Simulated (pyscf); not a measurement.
Structures and frequencies: ωB97X-D3(BJ)/def2-SVP in PySCF.

Question: For CH₄ (SMILES C) + [Cl–Zn]• (SMILES [Cl][Zn]) → H₃C–Zn–Cl (SMILES [CH3][Zn][Cl]) + H• (SMILES [H]), a substitution at C (doublet surface; C–H broken, C–Zn formed), PBE/def2-TZVP gives ΔE‡ = 43.0 kcal/mol and ΔE = +35.0 kcal/mol (zero: the separated reactants). In which direction and how far do B3LYP-D3(BJ)/def2-TZVP, PBE0-D3(BJ)/def2-TZVP, ωB97M-D3(BJ)/def2-TZVP move these?

Answer: B3LYP-D3(BJ): ΔE‡ = 48.8 kcal/mol, ΔE = +39.7 kcal/mol; PBE0-D3(BJ): ΔE‡ = 47.4 kcal/mol, ΔE = +35.8 kcal/mol; ωB97M-D3(BJ): ΔE‡ = 52.2 kcal/mol, ΔE = +36.4 kcal/mol. PBE's barrier lies under all of them, by 4.4 to 9.1 kcal/mol. Its reaction energy lies under all of them, by 0.8 to 4.7 kcal/mol. One saddle was located; it need not be the lowest between these sides. The angle at the attacked C is 180°. The term symbol of open-shell Cl–Zn was not checked; spin-orbit terms are left out. Elements up to Kr have no core potential and no relativistic terms here.
